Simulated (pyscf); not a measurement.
Structures and frequencies: ωB97X-D3(BJ)/def2-SVP in PySCF.

**Question.** What is the homolytic dissociation enthalpy (298 K, ωB97M-D3(BJ)/def2-TZVP) of the C–Sb bond of H₃C–Sb(OH)–OH, to CH₃• + HO–Sb•–OH?

**Answer.** C–Sb to CH₃• + HO–Sb•–OH: 254.0 kJ/mol. The 7 functionals that were run give +236.8 (r²SCAN) to +271.5 kJ/mol (ωB97X-D3(BJ)/def2-TZVP). Other isomers of HO–Sb•–OH were not searched in full and may lie lower. Elements past Kr carry the def2 core potentials, without spin-orbit coupling.
